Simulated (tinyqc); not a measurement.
Worked calculation: geometry optimisation on the LDA (VWN5)/sto-6g surface (energies and gradients from PySCF), for BH3, spin multiplicity 1. Computed by tinyqc, a small Python program that keeps every step (integrals from PySCF). Settings: charge = 0, multiplicity = 1, basis = sto-6g, functional = lda,vwn, optimiser = sd, first Hessian = 0.6, largest step = 0.5, iteration cap = 30. Command: `OMP_NUM_THREADS=1 python tinyqc.py 25203 25204 out.jsonl` (the two numbers bound the seeds that draw the settings). One thread of a shared host (Intel(R) Xeon(R) Processor @ 2.60GHz), about 10 s of CPU time with the checks.

## Step 1: energy and gradient

positions at the start (bohr):
```
            x          y          z
1B   0.035905  -0.011338   0.011338
2H   2.299797  -0.028346  -0.085038
3H  -1.243440   1.944528  -0.041574
4H  -1.050688  -1.993661   0.060471
```

Self-consistent energy and analytic gradient at these positions.

energy = -26.19741023 hartree

gradient (hartree/bohr):
```
              x            y            z
1B   0.01289316  -0.01060335   0.00509096
2H   0.01575675  -0.00419307  -0.00196378
3H  -0.02216091   0.02687556  -0.00199292
4H  -0.00648630  -0.01207794  -0.00113596
```

## Step 1: move

Steepest descent, p = -g / 0.6; steps longer than 0.5 bohr are cut back.

positions after step 1 (bohr):
```
            x          y          z
1B   0.014416   0.006334   0.002853
2H   2.273535  -0.021357  -0.081765
3H  -1.206505   1.899736  -0.038252
4H  -1.039877  -1.973531   0.062365
```

## Step 2: energy and gradient

As before.

energy = -26.19973570 hartree

gradient (hartree/bohr):
```
              x            y            z
1B  -0.00194366   0.00434150   0.00321875
2H   0.01446846  -0.00471270  -0.00138282
3H  -0.00952940   0.00888065  -0.00107166
4H  -0.00299250  -0.00850742  -0.00076671
```

## Step 2: move

As before.

positions after step 2 (bohr):
```
            x          y          z
1B   0.017656  -0.000902  -0.002511
2H   2.249421  -0.013503  -0.079460
3H  -1.190623   1.884934  -0.036466
4H  -1.034890  -1.959352   0.063642
```

## Convergence

Stop when the largest gradient component is below 3e-5 hartree/bohr.

Course of the optimisation:
```
step   E (hartree)  largest gradient (hartree/bohr)
1     -26.19741023                         2.69e-02
2     -26.19973570                         1.45e-02
3     -26.20039639                         7.13e-03
4     -26.20060803                         4.43e-03
5     -26.20069048                         3.33e-03
6     -26.20073245                         2.47e-03
7     -26.20075841                         2.03e-03
8     -26.20077604                         1.72e-03
9     -26.20078842                         1.46e-03
10    -26.20079725                         1.24e-03
11    -26.20080357                         1.05e-03
12    -26.20080810                         8.93e-04
13    -26.20081135                         7.57e-04
14    -26.20081369                         6.42e-04
15    -26.20081537                         5.45e-04
16    -26.20081658                         4.62e-04
17    -26.20081745                         3.92e-04
18    -26.20081807                         3.32e-04
19    -26.20081852                         2.82e-04
20    -26.20081884                         2.39e-04
21    -26.20081907                         2.03e-04
22    -26.20081924                         1.72e-04
23    -26.20081936                         1.46e-04
24    -26.20081945                         1.24e-04
25    -26.20081951                         1.05e-04
26    -26.20081955                         8.91e-05
27    -26.20081959                         7.56e-05
28    -26.20081961                         6.41e-05
29    -26.20081963                         5.44e-05
30    -26.20081964                         4.61e-05
```

Distances after the last move, whose energy is not in the table (angstrom):
```
pair   distance
2H-1B  1.170823
3H-1B  1.170836
3H-2H  2.028245
4H-1B  1.170777
4H-2H  2.027677
4H-3H  2.027796
```

Not converged within 30 steps: the energy falls at every step, but slowly. Reruns: method bfgs, first Hessian 0.6, largest step 0.3: converged in 11 (E = -26.20082).
